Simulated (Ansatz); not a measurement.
Results of r²SCAN-D4 (PAW; Ansatz, a quantum-chemistry and plane-wave program) for α-phase B.

Run with plane-wave cutoff 560 eV, 8×8×8 k mesh, Fermi–Dirac smearing 0.01 eV, scalar-relativistic PAW data made under PBE.

Computed points:

```json
[
 {"V (Å³/atom)": "6.878", "E − E_lowest (meV/atom)": "8.37", "P (GPa)": "9.66"},
 {"V (Å³/atom)": "7.021", "E − E_lowest (meV/atom)": "2.03", "P (GPa)": "4.60"},
 {"V (Å³/atom)": "7.164", "E − E_lowest (meV/atom)": "0.00", "P (GPa)": "0.01"},
 {"V (Å³/atom)": "7.308", "E − E_lowest (meV/atom)": "1.88", "P (GPa)": "-4.15"},
 {"V (Å³/atom)": "7.451", "E − E_lowest (meV/atom)": "7.30", "P (GPa)": "-7.91"}
]
```

Problem. Estimate the bulk modulus from the pressures at 7.021 and 7.308 Å³/atom, and compare it with a fit to all energies.

Solution. B = −V dP/dV. Between V = 7.021 and 7.308 Å³/atom, dP/dV = (-4.15 − (4.60))/(7.308 − 7.021) = -30.5 GPa per Å³/atom; at the midpoint 7.165 Å³/atom this gives B ≈ 218 GPa. The third-order Birch–Murnaghan fit gives V0 = 7.165 Å³/atom, B0 = 218 GPa, B′ = 3.9, which lies within 1 % of that estimate.

Shape and atoms are relaxed at each volume.

Measured, for comparison: bulk modulus 224 ± 7 GPa (room temperature, no zero-point or thermal correction; as tabulated in Cherednichenko and Solozhenko (2017), arXiv:1709.01104). Computed (rounded) less measured: bulk modulus -3 % (inside the measured uncertainty).

Note: the bulk modulus comes from volumes at which shape and atoms were relaxed.

Computed values are for the static lattice.
